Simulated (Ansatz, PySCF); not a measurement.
Gas-phase reaction in SMILES: C=C (C2H4) [ethene] → C=C (C2H4) as doublet, charge +1 + e-
Structures are relaxed separately at B3LYP-D3(BJ)/def2-TZVP in Ansatz (an electronic-structure program).

Wanted: adiabatic ionisation energy (0 K, with B3LYP-D3(BJ) harmonic zero-point energies from PySCF), in eV. Valence correlation only, unless marked. UHF or UKS for open shells. Spin-orbit coupling is left out. Non-relativistic. CBS marks a two-point X^-3 extrapolation of the correlation energy; Hartree-Fock from the larger set. [CCSD(T)-MP2]/basis is that difference in the basis named.

RI-MP2/CBS(aug-cc-pVTZ,aug-cc-pVQZ)+[CCSD(T)-MP2]/aug-cc-pVTZ (Ansatz) gives 10.52 eV.

Another calculation gave 10.29 eV. Which level was it?
(A) CAM-B3LYP/def2-TZVPD (Ansatz)
(B) TPSSh/def2-TZVPD (PySCF)
(C) BHLYP/def2-TZVPD (Ansatz)
(D) HF/def2-TZVPD (PySCF)

A, CAM-B3LYP/def2-TZVPD (Ansatz). The others give 10.02 (BHLYP), 10.14 (TPSSh), 8.82 (HF) eV.
